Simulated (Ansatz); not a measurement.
Here is an Ansatz input file for AlFH2S, SMILES [F][AlH][SH]. Write the same calculation for the Python package.

```yaml
crystal:
  periodic: [false, false, false]
  atoms:
    - { symbol: F, position_ang: [-1.2495, -1.2076, 1.266] }
    - { symbol: Al, position_ang: [-0.5395, -0.3441, -0.1564] }
    - { symbol: S, position_ang: [1.6647, 0.0516, -0.1818] }
    - { symbol: H, position_ang: [-1.3594, 0.1283, -1.3978] }
    - { symbol: H, position_ang: [1.5336, 1.2982, 0.4285] }
basis:
  gaussian:
    orbitals: "6-31G*"
correlation:
  method: sc_nevpt2
  active_space:
    window:
      electrons: 2
      orbitals: 3
```

`cas_alfh2s.py`
```python
"""Static correlation in AlFH2S: natural occupations of an active space."""

import ansatz

BASIS_SET = "6-31G*"


def main() -> None:
    alfh2s = (
        ansatz.Crystal.molecule()
        .atom("F", (-1.2495, -1.2076, 1.266))
        .atom("Al", (-0.5395, -0.3441, -0.1564))
        .atom("S", (1.6647, 0.0516, -0.1818))
        .atom("H", (-1.3594, 0.1283, -1.3978))
        .atom("H", (1.5336, 1.2982, 0.4285))
    )

    model = alfh2s.calculation()
    model = model.basis(gaussian=BASIS_SET)
    model = model.correlation(active_electrons=2, active_orbitals=3)
    for method in ["sc_nevpt2"]:
        report = (model if method is None else model.correlation(method)).run().report
        space = report["configurations"]
        state = space["states"][0]
        print(method or "casscf", f"total {report['free_energy_ev'] / 27.211386246:.6f} Ha, active-space state {state['energy']['hartree']:.6f} Ha, mean field {report['reference_energy_ev'] / 27.211386246:.6f} Ha")
        print("  determinants", state["n_determinants"], " natural occupations", [round(n, 3) for n in space["natural_occupations"]])


if __name__ == "__main__":
    main()
```

```console
$ python cas_alfh2s.py
sc_nevpt2 total -740.458135 Ha, active-space state -740.128748 Ha, mean field -740.107981 Ha
  determinants 9  natural occupations [1.97, 0.026, 0.004]
```

Notes:
- Total energies depend on the basis set; only differences at equal settings carry meaning.
- The geometry is a force-field or estimated start, not a minimum of this method, and the basis set is short of its limit. The active space starts as a window about the frontier orbitals and is then optimised, not chosen by chemistry.
- The whole script took 1.6 s on 1 thread of Intel(R) Xeon(R) 6975P-C (Granite Rapids), with other jobs on the host, peak memory 0.18 GiB.

(Lines on the test bed's own set-up are left out of the output.)
